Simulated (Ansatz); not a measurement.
Energy needed to pull apart SiH$_{3}$SF (SMILES F[SiH2]S), singlet, into free ground-state atoms, from the structure below (displaced at random from a GFN2-xTB minimum); no zero-point or spin–orbit terms; open-shell atoms are treated unrestricted, in their ground-state multiplicity.

F1  (-1.698, 0.596, -0.396)
Si2  (-0.329, -0.092, -0.423)
S3  (0.567, 0.116, 1.508)
H4  (-0.536, -1.192, -0.663)
H5  (0.345, 0.832, -1.449)
H6  (1.780, -0.152, 1.498)
(Å)

Program: Ansatz 0.2.0. Basis: def2-TZVPP. Cores are frozen in the correlated methods.

| method | atomization energy (kJ/mol) |
| --- | --- |
| PBE-D4 | 1706 |
| BLYP-D4 | ? |
| r2SCAN-D4 | 1721 |
| PBE0-D4 | 1689 |
| LC-wPBE | 1690 |
| wB97M-V | 1733 |
| HF | ? |
| MP2 | 1699 |
| CCSD | 1648 |
| CCSD(T) | 1670 |

Problem. What does HF give? (An estimate is asked for; the value comes from the calculation.)

Solution. By the calculation: 1231 kJ/mol, which is about 440 kJ/mol less than CCSD(T)/def2-TZVPP.

Problem. What does BLYP-D4 give? (Judge from chemistry; the value comes from the calculation.)

Solution. The calculation gives: 1693 kJ/mol, which is about 22 kJ/mol more than CCSD(T)/def2-TZVPP.

In triple zeta the MP2 and coupled-cluster atomization energies are still short of their basis limit by a few kcal/mol a bond, whereas those of the functionals are nearly converged, so these differences are not deviations from converged CCSD(T).

T1 diagnostic: at most 0.011.

For scale, one of the runs: CCSD(T)/def2-TZVPP forces, 157 basis functions (an equivalent command: `ansatz run in.yaml --threads 4`). Time: 31 s of wall clock on 4 CPU threads; the host was shared. Peak host memory: 2 GiB.
